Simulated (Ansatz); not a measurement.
Species: C$_{2}$H$_{5}$S, charge 0, doublet. C2H5S (SMILES [CH2]SC, doublet).
B3LYP-D3(BJ)/def2-TZVP minimum from Ansatz (a first-principles code):
```xyz
8

C      0.0677     1.3368    -0.5808
S     -0.2035     0.1104     0.5694
C      0.2434    -1.3727    -0.3665
H      0.5526     1.1278    -1.5216
H     -0.1516     2.3506    -0.2860
H      0.1127    -2.2243     0.2986
H     -0.4080    -1.4849    -1.2322
H      1.2839    -1.3204    -0.6851
```
Charge 0, spin multiplicity 2.

Total energies in cc-pV(D+d)Z, 19 correlated electrons, 7 frozen orbitals. UHF or UKS for unpaired electrons; spin-orbit terms are left out. Correlated methods leave the cores frozen. No relativity.

```json
[
 {"method": "HF", "program": "Ansatz", "energy (Eh)": "-476.13735", "minus CCSDT(Q) (mEh)": "464.71"},
 {"method": "MP2", "program": "Ansatz", "energy (Eh)": "-476.53890", "minus CCSDT(Q) (mEh)": "63.16"},
 {"method": "CCSD", "program": "Ansatz", "energy (Eh)": "-476.58669", "minus CCSDT(Q) (mEh)": "15.37"},
 {"method": "CCSD(T)", "program": "Ansatz", "energy (Eh)": "-476.60006", "minus CCSDT(Q) (mEh)": "1.99"},
 {"method": "CCSDT(Q)", "program": "Ansatz", "energy (Eh)": "-476.60206", "minus CCSDT(Q) (mEh)": "0.00"}
]
```
